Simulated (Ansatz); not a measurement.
A run on C5H12O (`CC(C)C(C)O`) with other settings.

```yaml
crystal:
  periodic: [false, false, false]
  atoms:
    - {symbol: C, position_ang: [0.807447, -0.064377, 1.345922]}
    - {symbol: C, position_ang: [0.622136, -0.025369, -0.041277]}
    - {symbol: C, position_ang: [1.228285, -1.132252, -0.648146]}
    - {symbol: C, position_ang: [-0.736266, 0.047494, -0.384120]}
    - {symbol: C, position_ang: [-1.401063, 1.137634, 0.178916]}
    - {symbol: O, position_ang: [-0.792039, 0.107147, -1.688224]}
    - {symbol: H, position_ang: [1.781094, -0.183853, 1.564282]}
    - {symbol: H, position_ang: [0.310514, -0.840546, 1.753049]}
    - {symbol: H, position_ang: [0.496542, 0.775367, 1.800064]}
    - {symbol: H, position_ang: [1.053335, 0.813184, -0.403416]}
    - {symbol: H, position_ang: [1.108264, -1.113938, -1.643191]}
    - {symbol: H, position_ang: [0.827181, -1.988946, -0.301020]}
    - {symbol: H, position_ang: [2.212746, -1.153488, -0.445096]}
    - {symbol: H, position_ang: [-1.180144, -0.808240, -0.065915]}
    - {symbol: H, position_ang: [-2.347797, 1.184160, -0.160464]}
    - {symbol: H, position_ang: [-1.447194, 1.071013, 1.179590]}
    - {symbol: H, position_ang: [-0.938803, 1.996167, -0.067748]}
    - {symbol: H, position_ang: [-1.638831, 0.189331, -1.925459]}
basis:
  gaussian: {orbitals: def2-TZVPP, fitting: {mean_field: def2-universal-jkfit}, nuclear_model: gaussian}
total_charge: 1
magnetization: {spin_polarized: true, initial_magnetization: 1}
hamiltonian: {xc: {name: PBE0}, dispersion: d4}
```

```sh
$ ansatz run in.yaml --threads 2 --pin off --events-out ev --progress --plain --max-ram 22528MiB --backend cuda --devices 0, --max-vram 18GiB
```

Shortened log:

```
Functional definition: PBE0
668 factors; integrals over basis functions are off by at most 8.8e-1 eV
mean field evaluation 1: about -7385.9987 eV, gradient 7.3e1 eV
mean field evaluation 2: about -7368.3351 eV, gradient 9.1e1 eV
mean field evaluation 4: about -7408.7128 eV, gradient 8.3e0 eV
mean field evaluation 8: about -7408.9474 eV, gradient 3.0e-1 eV
mean field evaluation 16: about -7408.9483 eV, gradient 1.4e-3 eV
mean field -7408.94827982 eV, -272.2738273178 hartree, gradient 2.1e-5 eV, S^2 0.753821; 4 other end points of the search recorded, 0 dependent functions left out
reference -7408.94831028 eV, -272.2738284372 hartree; 25, 24 occupied and 329, 330 virtual orbitals, 668 factors
Total energy: -7409.23324947 eV, -272.2842997595 hartree
```

It took 3.9 s on 2 threads of an AMD EPYC 7R13 on a shared host and a share of an NVIDIA H100 80 GB, with 0.91 GiB of host memory at the peak.
